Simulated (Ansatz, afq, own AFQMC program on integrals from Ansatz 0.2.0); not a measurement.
# AFQMC, coupled cluster and functionals along a coordinate of NH3⁺, doublet

```xyz
4

N     0.0000    0.0000    0.0000
H     1.0240    0.0138   -0.0001
H    -0.5239    0.8799   -0.0028
H    -0.5001   -0.8937    0.0028
```

All coordinates are scaled about the centre. Energies in mEh count from this geometry (1.000) at the same level; the start stands on UHF, each point on the determinant named.

Basis 6-31G. Only valence electrons are correlated. Ansatz 0.2.0 and our own AFQMC program on the same integrals; the CISD trial comes from CCSD amplitudes, and released means the phaseless constraint is let go. Uncertainties: one standard error, sampling alone.

Cautions, each for one point or more: (Q) is large, so the cluster series hasn't closed; (T) is large; a spin-contaminated unrestricted determinant lies lower; cluster runs in doubt by the program's own checks; strong correlation; the ph-AFQMC/CISD walk drifts between its halves; the search met a lower determinant of the same kind, perhaps of another symmetry; unrestricted determinant slightly spin contaminated.

| scale of all distances | det. | T1 | weight | ⟨S²⟩ | B3LYP | B2PLYP | CCSD(T) |
| --- | --- | --- | --- | --- | --- | --- | --- |
| 0.874 | UHF | 0.005 | 0.97 | 0.76 | 54.8 | 53.3 | 56.2 |
| 1.141 | UHF | 0.012 | 0.94 | 0.77 | 34.0 | 35.8 | 33.2 |
| 1.315 | UHF | 0.024 | 0.92 | 0.82 | 125.0 | 128.6 | 122.4 |
| 1.499 | ROHF | 0.036 | 0.87 | pure | 229.2 | 234.6 | 223.0 |
| 1.722 | ROHF | 0.052 | 0.81 | pure | 338.3§ | 350.1§ | 326.5 |
| 1.981 | ROHF | 0.078 | 0.70 | pure | 424.8§ | 442.1§ | 412.5 |
| 2.372 | ROHF | 0.144 | 0.49 | pure | 479.7§ | 498.3§ | 478.2 |

**Question.** Estimate the curve of full CI, counted from the same start.

**Answer.** 
| scale of all distances | det. | T1 | weight | ⟨S²⟩ | FCI | ph-AFQMC/CISD | released AFQMC | CCSDT(Q) |
| --- | --- | --- | --- | --- | --- | --- | --- | --- |
| 0.874 | UHF | 0.005 | 0.97 | 0.76 | 56.3 | 56.4 ± 0.03 | 56.3 ± 0.03 | 56.3 |
| 1.141 | UHF | 0.012 | 0.94 | 0.77 | 33.0 | 32.9 ± 0.08 | 33.0 ± 0.05 | 33.0 |
| 1.315 | UHF | 0.024 | 0.92 | 0.82 | 121.9 | 121.9 ± 0.1 | 121.9 ± 0.06 | 121.9 |
| 1.499 | ROHF | 0.036 | 0.87 | pure | 222.3 | 222.8 ± 0.2 | 222.6 ± 0.1 | 222.2 |
| 1.722 | ROHF | 0.052 | 0.81 | pure | 325.5 | 327.3 ± 0.3 | – | 325.3 |
| 1.981 | ROHF | 0.078 | 0.70 | pure | 412.3 | 418.1 ± 0.3 | – | 411.5 |
| 2.372 | ROHF | 0.144 | 0.49 | pure | 487.3 | 502.8 ± 0.2 | – | 486.7 |

Weight is that of the determinant in the CISD state; at the start T1 is 0.007 and the weight 0.96, and ⟨S²⟩ is 0.76. A dash marks a missing value, a released energy that hasn't settled or a functional that sits on another state. § marks a functional whose ⟨S²⟩ is too high by over 0.1. Largest departures from full CI: CCSD(T) -9.0 mEh at 2.372 (on ROHF), ph-AFQMC/CISD 15.6 mEh at 2.372 (on ROHF), released AFQMC 0.3 mEh at 1.499 (on ROHF), CCSDT(Q) -0.8 mEh at 1.981 (on ROHF), B3LYP 6.9 mEh at 1.499, B2PLYP 12.3 mEh at 1.499. Functionals count only at points shown to share the start's state and spin. In this small basis the wave-function levels are far from their limit, so their gap to the functionals isn't the functionals' error.

CCSDT and higher add their correlation energy to the determinant of the CCSD(T) run, since their own runs factorise the integrals more tightly (a shift of under 2 meV). A walk keeps the symmetry of its determinant, which the program's search chose and which needn't be the lowest solution, so a lower state of the same spin and another symmetry isn't excluded. Released energies are given only where the last usable release times agree within the noise; a slower fall can still hide under it.
